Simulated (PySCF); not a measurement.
# Bond curve of AlH⁺

Set-up: basis Al def2-TZVP, H def2-TZVP; no relativity; PySCF 2.14. Energies in eV from Al⁺ + H in their ground configurations at the same level. All curves are PBE0. state 1: ²Σ⁺ (doublet), unpaired electrons σ ↑; state 2: quartet, unpaired electrons σ ↑↑, π ↑, a second solution, started from another occupation.

```json
{"R (Å)": "1.396", "state 1": "-0.5910", "state 2": "6.2825"}
{"R (Å)": "1.461", "state 1": "-0.7902", "state 2": "5.8348"}
{"R (Å)": "1.526", "state 1": "-0.9021", "state 2": "5.4768"}
{"R (Å)": "1.574", "state 1": "-0.9420", "state 2": "5.2563"}
{"R (Å)": "1.623", "state 1": "-0.9525", "state 2": "5.0701"}
{"R (Å)": "1.672", "state 1": "-0.9399", "state 2": "4.9131"}
{"R (Å)": "1.737", "state 1": "-0.8967", "state 2": "4.7420"}
{"R (Å)": "1.818", "state 1": "-0.8152", "state 2": "4.5774"}
{"R (Å)": "1.915", "state 1": "-0.6987", "state 2": "4.4361"}
{"R (Å)": "2.045", "state 1": "-0.5441", "state 2": "4.3159"}
```

Question: Put a parabola through the three lowest points of the state 1 curve and estimate Re, k and ωe (reduced mass 0.9715 u; 1 eV/Å² = 0.16022 mdyn/Å; ωe = 1302.8·√(k/μ) cm⁻¹).

Answer: Through R = 1.574, 1.623, 1.672 Å the second-order coefficient is 4.81 eV/Å², so Re ≈ 1.621 Å, k ≈ 1.54 mdyn/Å and ωe ≈ 1641 cm⁻¹. A polynomial fit of higher order to the unrounded PBE0 energies gives Re = 1.619 Å, k = 1.59 mdyn/Å, ωe = 1664 cm⁻¹; anharmonicity and rounding make the difference.

The higher-order fit for each curve: state 1: Re = 1.619 Å, ωe = 1664 cm⁻¹, De = 0.95 eV. State 2 gave no clean fit.

For an ion De counts to the pair picked by the measured ionisation energies or electron affinities, which need not be the lowest pair at this level. The state was picked by a PBE0 search and need not be the measured ground state.
